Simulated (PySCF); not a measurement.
Spin-rotation constants: `N#N`, N₂

Molfile (atoms numbered from 1):
```
N2
     RDKit          3D

  2  1  0  0  0  0  0  0  0  0999 V2000
    0.2311   -0.1990    0.4494 N   0  0  0  0  0  0  0  0  0  0  0  0
   -0.2297    0.2001   -0.4635 N   0  0  0  0  0  0  0  0  0  0  0  0
  1  2  3  0
M  END
```

Computed, not measured: GIAO KT2/aug-pcSseg-2 magnetisability, rotational g tensor and spin-rotation constants, non-relativistic, gas phase (PySCF). Geometry: PBE0-D3(BJ)/def2-SVP.

Task: Give the nuclear spin-rotation constants along the inertial axes (H = +C I·J) beside the isotropic shieldings.

Result: Rotational constants –, 59.9010, 59.9010 GHz.
| atom | isotope | Caa (kHz) | Cbb (kHz) | Ccc (kHz) | mean (kHz) | σ (ppm) |
| --- | --- | --- | --- | --- | --- | --- |
| N1 | 14N | – | 15.502 | 15.502 | 15.502 | -66.1 |
| N2 | 14N | – | 15.502 | 15.502 | 15.502 | -66.1 |

For the geometry as given, no vibrational averaging.
